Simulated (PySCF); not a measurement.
Compound: CH4S.
SMILES: `SC`

Computed, not measured: PBE0-D3(BJ)/def2-SVP geometry optimisation, gas phase (PySCF).

Masses are those of the commonest isotopes; rigid-rotor values at the optimised geometry. 

Problem. Give the principal moments of inertia and the rotational constants in cm⁻¹.

Solution. Ia = 4.96, Ib = 39.01, Ic = 40.71 u·Å²; 505379 MHz·u·Å²/I gives 101963, 12954 and 12414 MHz, that is A = 3.40111, B = 0.43208, C = 0.41410 cm⁻¹.

Problem. What kind of rotor is it?

Solution. A near-prolate asymmetric top. Ray's parameter κ = (2B − A − C)/(A − C) = -0.988; −1 is the prolate and +1 the oblate limit.

Problem. Is it planar, by Δ = Ic − Ia − Ib?

Solution. Not planar: Δ = Ic − Ia − Ib = -3.26 u·Å². For a rigid frame Δ = −2 Σ m c², so Σ m c² = 1.63 u·Å² lies off the ab plane, practically all of it from hydrogen. The atom farthest from that plane is 0.91 Å away.

Problem. Give the other two planar moments, Paa and Pbb, and the rms extents of the mass along the axes.

Solution. Paa = Σ m a² = (Ib + Ic − Ia)/2 = 37.38 and Pbb = Σ m b² = (Ia + Ic − Ib)/2 = 3.33 u·Å². With the mass M = 48.00 u, the rms extents √(P/M) along a, b and c are 0.88, 0.26, 0.18 Å.

Problem. Give the coordinates in the principal-axis frame, origin at the centre of mass.

Solution. The sense of each axis is arbitrary; atoms in the order of the calculation.
```
atom  mass (u)   a (Å)   b (Å)   c (Å)
  C1    12.000  -1.225  -0.012   0.000
  S2    31.972   0.586   0.044   0.000
  H3     1.008  -1.621  -0.492   0.906
  H4     1.008  -1.565   1.032  -0.014
  H5     1.008  -1.620  -0.516  -0.893
  H6     1.008   0.794  -1.289   0.001
```

Problem. Which types of transition are allowed, and where do some lines up to J = 3 fall?

Solution. The dipole components are |μa| = 1.29 D, |μb| = 0.91 D, |μc| = 0.00 D; the mirror of this Cs structure is the ab plane, so μc vanishes by symmetry and there are no c-type lines. Intensities carry the squares of the components, which stand as 1.00 : 0.50 (a : b). Some lines, for components of 0.1 D or more:

| type | branch | J(Ka,Kc) | MHz | lower level (cm⁻¹) |
| --- | --- | --- | --- | --- |
| a | Q | 3(1,2) ← 3(1,3) | 3235 | 8.001 |
| a | R | 2(1,2) ← 1(1,1) | 50197 | 3.815 |
| a | R | 2(0,2) ← 1(0,1) | 50733 | 0.846 |
| a | R | 2(1,1) ← 1(1,0) | 51275 | 3.833 |
| a | R | 3(1,3) ← 2(1,2) | 75293 | 5.490 |
| a | R | 3(0,3) ← 2(0,2) | 76094 | 2.538 |
| a | R | 3(2,2) ← 2(2,1) | 76104 | 14.451 |
| a | R | 3(2,1) ← 2(2,0) | 76113 | 14.451 |
| a | R | 3(1,2) ← 2(1,1) | 76911 | 5.544 |
| b | Q | 1(1,0) ← 1(0,1) | 89549 | 0.846 |
| b | R | 2(1,2) ← 1(0,1) | 139206 | 0.846 |
| b | R | 3(1,3) ← 2(0,2) | 163766 | 2.538 |
| b | Q | 2(2,0) ← 2(1,1) | 267030 | 5.544 |
| b | Q | 3(2,2) ← 3(1,3) | 269456 | 8.001 |
| b | R | 2(2,0) ← 1(1,1) | 318845 | 3.815 |
| b | R | 3(2,2) ← 2(1,1) | 343132 | 5.544 |
| b | R | 3(2,1) ← 2(1,2) | 344761 | 5.490 |
| b | Q | 3(3,0) ← 3(2,1) | 446384 | 16.990 |
| b | Q | 3(3,1) ← 3(2,2) | 446396 | 16.989 |

Problem. Estimate the classical rotational partition function at 50 K, 100 K and 500 K.

Solution. Point group Cs, symmetry number σ = 1; q = (√π/σ)·√((kT/h)³/(ABC)), k/h = 20836.6 MHz/K: 465 at 50 K, 1320 at 100 K, 14700 at 500 K.

No frequency check. Zero-point vibration and centrifugal distortion are left out. A rigid rotor knows nothing of internal rotation, which can split or shift real lines.
